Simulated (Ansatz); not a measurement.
Results of PBEsol+SOC in Ansatz (plane waves, PAW) for rock-salt HfC.

Settings: plane-wave cutoff 520 eV, 24×24×24 k mesh, Fermi–Dirac smearing 0.062 eV (set by the program), PAW data made under PBE.

Computed at the level's own relaxed cell.

What does this level give for the polycrystal shear modulus (Hill average), Young modulus, elastic constant C44, elastic constant C11 and elastic constant C12?


* **polycrystal shear modulus (Hill average)**: 191 GPa
* **Young modulus**: 457 GPa
* **elastic constant C44**: 176 GPa
* **elastic constant C11**: 539 GPa
* **elastic constant C12**: 103 GPa

Measured, for comparison: elastic constant C44 180 GPa, elastic constant C11 500 GPa (temperature not stated, no zero-point or thermal correction; as tabulated in Wu et al. (2005), arXiv:cond-mat/0412374). Computed (rounded) less measured: elastic constant C44 -2 %, elastic constant C11 +8 %. A static lattice is as a rule a little smaller and stiffer than an uncorrected measurement, which narrows the difference in the elastic constant C11 and would widen misses of the other sign.

Elastic constants are with the ions relaxed.

Computed values are for the static lattice.

Cost on a shared machine: roughly 28 core-minutes.

Ansatz is a first-principles code.
